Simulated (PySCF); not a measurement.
# AlN⁺: from constants to spectrum

PBE0 constants of AlN⁺, ⁴Σ⁻ (quartet), unpaired electrons σ ↑, π ↑↑ (PySCF, no relativity, basis sets Al def2-TZVP, N def2-TZVP; masses 26.9815 and 14.0031 u):

| Property | Result |
| --- | --- |
| ωe | 335.5 cm⁻¹ |
| ωexe | 15.6 cm⁻¹ |
| Be | 0.43755 cm⁻¹ |
| αe | 0.0163 cm⁻¹ |
| De to Al⁺ + N | 0.394 eV |

Problem. What force constant and bond length do these constants imply?

Solution. Reduced mass μred = 9.2187 u; k = 5.8918×10⁻⁷·μred·ωe² (u, cm⁻¹, mdyn/Å) = 0.611 mdyn/Å; Re = √(16.8576/(μred·Be)) (u, cm⁻¹, Å) = 2.044 Å.

Problem. Estimate the centrifugal constant D from the Kratzer relation and find the Dunham coefficient a1.

Solution. D = 4Be³/ωe² = 2.98e-06 cm⁻¹; a1 = −1 − αeωe/(6Be²) = -5.76.

The bond is weak. Basis-set superposition, not corrected here, can be much of De in a small basis, most of all at correlated wavefunction levels. For an ion De counts to the pair picked by the measured ionisation energies or electron affinities, which need not be the lowest pair at this level. The state was picked by a PBE0 search and need not be the measured ground state.
